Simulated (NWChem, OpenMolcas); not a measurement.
**NWChem → OpenMolcas**

This NWChem 7.3.0 job computes BNH3 (SMILES B[NH]):

nw.nw:
```
start nw
memory 1800 mb
charge 0

geometry units au noautosym nocenter noautoz
 B   -0.58732688  -0.69938764  -0.17309891
 N    1.00382252   1.23814856  -0.03741658
 H   -0.78385840  -2.09268271   1.62988878
 H   -1.82188496  -1.08300204  -2.04449469
 H    2.28354505   2.49765102   0.54669777
end

basis spherical bse
 * library def2-TZVPP
end

dft
 xc m06-2x
 mult 2
 grid fine
 convergence energy 1e-08
 maxiter 100
 mulliken
 print medium
end

task dft gradient
```

```bash
$ nwchem nw.nw > nw.out
```

The shape is that of a PBE0-D4/def2-TZVP optimisation.

It gives a total energy of -81.339459 Eh.

Question: Translate the job to OpenMolcas 26.06 as an input file of the program's own, asking for the energy.

Answer: For example:

run.input:
```
&gateway
  baslib=$CurrDir
  coord
  5
  angstrom
  B       -0.310800      -0.370100      -0.091600
  N        0.531200       0.655200      -0.019800
  H       -0.414800      -1.107400       0.862500
  H       -0.964100      -0.573100      -1.081900
  H        1.208400       1.321700       0.289300
  basis=def2-TZVPP
  group=NoSym

&seward
  gridinput
  Grid=UltraFine
  End of Grid

&scf
  uhf
  spin=2
  ksdft=M062X
  thresholds=1e-10 1e-07 1e-07 1e-05
  prorbitals=0
```

```bash
$ export MOLCAS_MEM=1860
$ pymolcas run.input > run.log
```

(Basis files named in the input come from the Basis Set Exchange and aren't shown.)

Its energy is -81.339460 Eh, the same as the first but for the last digit, at most.
